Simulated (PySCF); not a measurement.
Compound: F₂H₂P₂.
SMILES with atom numbers: `[F:1][P:2]([F:3])[PH2:4]` (hydrogens: H5, H6 on P4)

Cartesian coordinates in Å at the GFN2-xTB level; atoms count from 1:
```
atom  x, y, z in Å
F1    -1.5210   -0.9900   -0.8642
P2    -0.8126    0.4147   -0.4720
F3    -1.6951    0.6239    0.8719
P4     0.9754   -0.4224    0.4867
H5     1.4520    0.8710    0.7151
H6     1.6043   -0.4953   -0.7591
```

A PySCF run (density fitting, gas phase, GFN2-xTB geometry) gave HOMO -7.46 eV, LUMO -0.86 eV, dipole 2.50 D and E = -883.137 Eh.

Question: Which of these levels was it?
A. CAM-B3LYP/def2-SVPD
B. BHandHLYP/Sadlej pVTZ
C. PBE0/pcSseg-1
D. PBE0/aug-pcSseg-1
E. OPBE/pcSseg-2

Answer: C. It is PBE0/pcSseg-1. All candidates on this geometry:

| level and settings | kind | basis functions | SCF cycles | E (Eh) | HOMO (eV) | LUMO (eV) | dipole (D) |
| --- | --- | --- | --- | --- | --- | --- | --- |
| OPBE/pcSseg-2 | GGA | 186 | 15 | -883.5955 | -6.29 | -1.93 | 2.12 |
| PBE0/aug-pcSseg-1 | global hybrid | 136 | 12 | -883.1588 | -7.48 | -1.14 | 2.23 |
| PBE0/pcSseg-1 | global hybrid | 92 | 12 | -883.1373 | -7.46 | -0.86 | 2.50 |
| BHandHLYP/Sadlej pVTZ, energy threshold 1e-06 Eh | global hybrid | 130 | 7 | -883.6252 | -8.52 | -0.14 | 2.44 |
| CAM-B3LYP/def2-SVPD | range-separated hybrid | 110 | 12 | -883.2554 | -8.75 | 0.12 | 2.40 |

The nearest other candidate, by the summed differences of HOMO and LUMO, is PBE0/aug-pcSseg-1: its HOMO differs by -0.02 eV and its LUMO by -0.28 eV. Cycle counts include a coarse-grid stage where the run had one.
